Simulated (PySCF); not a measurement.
Write a Z-matrix for InChI=1S/H5NSSi/c1-3-2/h2H,1,3H2 as optimised with PBE0-D3(BJ)/def2-SVP.

Z-matrix in Å and degrees, rows numbered from 1:
```
N 
Si  1  1.7191
S   2  2.1469  1  110.67
H   1  1.0123  2  121.45  3   145.51
H   1  1.0127  2  122.31  3   -57.39
H   2  1.4962  1  117.07  3   115.60
H   2  1.4928  1  105.46  3  -123.25
H   3  1.3517  2   94.48  1   -52.99
```

N1 (silicon-bound nitrogen) is almost planar (angles 122.3°, 121.5° and 112.7°, sum 356.4°, 0.13 Å off the plane of its three neighbours). Si2 (SiH2 silicon) is distorted tetrahedral (angles from 101.5° to 117.1°). S3 (sulfur bonded to Si and H) is bent (angle 94.5°).

The calculation used PBE0-D3(BJ)/def2-SVP geometry optimisation, gas phase in PySCF.

Not checked by PBE0-D3(BJ)/def2-SVP frequencies. The numbers are those of one conformer (H–N1–Si2–S3 146° and -57°, N1–Si2–S3–H -53°).
